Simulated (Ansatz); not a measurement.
Saddle point of AlH$_{5}$SO, closed shell (AlH₃O ([OH][AlH2]) + H₂S → AlH₃S ([AlH2][SH]) + H₂O (still joined by a long Al–O bond); bonds formed: O2–H5; dative contacts that become bonds: Al1–S6; bonds broken: H5–S6; bonds weakened to dative contacts: Al1–O2), PBE0-D4/def2-TZVP structure:

```
8
angstrom
Al -0.5841 -0.5592 0.4651
O -0.7023 0.6801 -0.8613
H -0.5673 -2.0539 -0.0517
H -1.2791 -0.0783 1.8068
H 0.6142 0.8714 -0.4770
S 1.7056 0.2934 0.4311
H -1.3030 1.4264 -0.8091
H 2.1161 -0.5798 -0.5039
```

Energies are electronic, without zero-point energy. Barriers and step energies count from the start structure reached by relaxing down the imaginary mode; all methods use the PBE0-D4 structures, on which another method's saddle can fall below an end. Ansatz 0.2.0; basis: def2-TZVPP, with def2-QZVPP for the basis limit; cores frozen in the correlated methods. B3LYP uses VWN-RPA correlation. Extrapolation: Hartree–Fock as exp(−7.88 √X), correlation as X^−2.97.

```
      method  barrier (eV)  step energy (eV)
       SPW92        -0.050            -0.325
      PBE-D4             ?            -0.249
     BLYP-D4             ?            -0.138
   r2SCAN-D4         0.219            -0.244
      B97M-V         0.351            -0.251
     PBE0-D4             ?            -0.290
    B3LYP-D4         0.350            -0.181
  r2SCAN0-D4         0.291            -0.279
    BHLYP-D4         0.473            -0.219
CAM-B3LYP-D4         0.374            -0.189
     wB97X-V         0.381            -0.226
     wB97M-V         0.371            -0.248
      B2PLYP         0.371            -0.196
    PBE-QIDH         0.321            -0.291
  RPA on PBE         0.416            -0.156
          HF         0.781            -0.223
         MP2         0.336            -0.236
        CCSD         0.478            -0.217
     CCSD(T)         0.403            -0.225
```

(1) Fill in the withheld barriers. (An estimate is asked for; the value comes from the calculation.)

T1 diagnostic: at most 0.012.

Answers

(1) Computed: BLYP-D4 0.284; PBE-D4 0.149; PBE0-D4 0.246 eV. Each is the energy of the saddle less that of the start structure, by the same method.

For comparison, the barrier by CCSD(T) at an estimated basis limit (MP2 extrapolated from triple and quadruple zeta, plus CCSD(T) − MP2 in triple zeta) is 0.386 eV.

Labels in which every atom is bracketed show which atoms are joined, not bond orders.

For scale, one of the runs: CCSD(T)/def2-TZVPP, 185 basis functions, launched by `ansatz run in.yaml --threads 2 --pin off --events-out ev --progress --plain --max-ram 4352MiB`. Time: 25 s of wall clock on 2 CPU threads of an Arm Neoverse V2; the host was shared. Peak host memory: 1.7 GiB.
